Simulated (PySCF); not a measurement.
Ionisation energies (eV) were calculated with PySCF 2.14 by LDA, UHF, PBE, in another order, as differences of total energies without spin-orbit coupling. The measured values are between term centres (NIST).

```json
{"species": "B⁺ (aug-cc-pwCVQZ, non-relativistic)", "measured": "25.155", "A": "23.443", "B": "24.605", "C": "24.554"}
{"species": "O (aug-cc-pwCVQZ, non-relativistic)", "measured": "13.608", "A": "12.024", "B": "14.064", "C": "14.005"}
{"species": "Ne (aug-cc-pwCVQZ, non-relativistic)", "measured": "21.597", "A": "19.661", "B": "21.662", "C": "22.191"}
{"species": "P (aug-cc-pwCVQZ, non-relativistic)", "measured": "10.526", "A": "9.905", "B": "10.489", "C": "10.577"}
{"species": "Cl (aug-cc-pCVQZ-DK, spin-free X2C)", "measured": "12.974", "A": "11.746", "B": "12.954", "C": "13.185"}
{"species": "Cl⁺ (aug-cc-pwCVQZ, non-relativistic)", "measured": "23.771", "A": "22.595", "B": "23.848", "C": "23.982"}
{"species": "Ar (aug-cc-pwCVQZ, non-relativistic)", "measured": "15.819", "A": "14.546", "B": "15.701", "C": "15.987"}
{"species": "Sb (aug-cc-pwCVQZ-PP with ECP28MDF, ECP)", "measured": "9.124", "A": "8.568", "B": "8.960", "C": "9.115"}
```

Q: Which column is which method?

A: A is UHF (mean error -1.26 eV); B is PBE (mean error -0.04 eV); C is LDA (mean error 0.13 eV). Hartree-Fock lacks the correlation of the electron removed and comes out lowest. PBE, with gradient corrections, lies close to experiment on average, with errors of both signs. LDA overbinds the outer electron and comes out highest.
